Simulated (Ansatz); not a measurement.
For hcp Os, PBE in Ansatz (PAW) gives:

| Property | Value |
|---|---|
| lattice parameter a | 2.754 Å |
| c axis length | 4.346 Å |

Task: What does Hartree–Fock (plane waves, PAW; Ansatz, an electronic-structure program) give for the same quantities?

Result: 
- lattice constant a: 2.722 Å (decreases by 1.2 %)
- lattice parameter c: 4.270 Å (decreases by 1.7 %)

For comparison: lattice constant a 2.734 Å (measured, 293 K, not corrected to a static lattice, our sources range from 2.734 to 2.740; as tabulated in Wikipedia's data pages); lattice parameter c 4.320 Å (measured, 293 K, no zero-point or thermal correction; as tabulated in Wikipedia's data pages).

Changes are worked out from the printed values.

Unless a cell is named, each level is at its own relaxed cell (PBE 14.28, Hartree–Fock 13.70 Å³/atom).

Levels without +SOC leave out spin–orbit coupling, which shifts energies and cells of such heavy elements.

Ansatz's density-functional and Hartree–Fock values are scalar-relativistic unless marked +SOC, with PAW data made under PBE.
